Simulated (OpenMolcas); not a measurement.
**How basis sets differ on C2H2FP (SMILES FC1=CP1)**

C2H2FP: 6 atoms, total charge 0, spin state singlet. SMILES: `FC1=CP1`. The shape is that of a GFN2-xTB optimisation.

Each level gives the HOMO–LUMO gap (eV). The values are calculated.

```csv
level,kind,program,value (eV),CPU time
HF/STO-3G,Hartree–Fock,OpenMolcas,15.72,2.4 s
HF/3-21G,Hartree–Fock,OpenMolcas,12.97,2.9 s
HF/def2-SVP,Hartree–Fock,OpenMolcas,13.14,6.5 s
HF/Ahlrichs_VTZ,Hartree–Fock,OpenMolcas,12.54,14 s
```

The values span 12.54 to 15.72 eV. A Hartree–Fock LUMO above zero doesn't converge with the basis: it sinks as sets grow more diffuse. Orbital gaps aren't excitation energies. Times are those of the runs behind each value, whatever else they computed, on shared processors of several kinds: orders of magnitude only.
